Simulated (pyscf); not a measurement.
PySCF, gas phase, ωB97X-D3(BJ)/def2-SVP geometries.

**Question.** What is the homolytic dissociation enthalpy (298 K, ωB97M-D3(BJ)/def2-TZVP) of the F–Si bond of H₃C–Si(CH₃)(CH₃)–F (SMILES C[Si](C)(C)F), to H₃C–Si•(CH₃)–CH₃ + F•?

**Answer.** F–Si to H₃C–Si•(CH₃)–CH₃ + F•: 159.9 kcal/mol. The 7 functionals that were run give +153.6 (PBE0-D3(BJ)) to +159.9 kcal/mol (ωB97M-D3(BJ)). Other isomers of H₃C–Si•(CH₃)–CH₃ were not searched in full and may lie lower. Left out: the spin-orbit lowering of F.
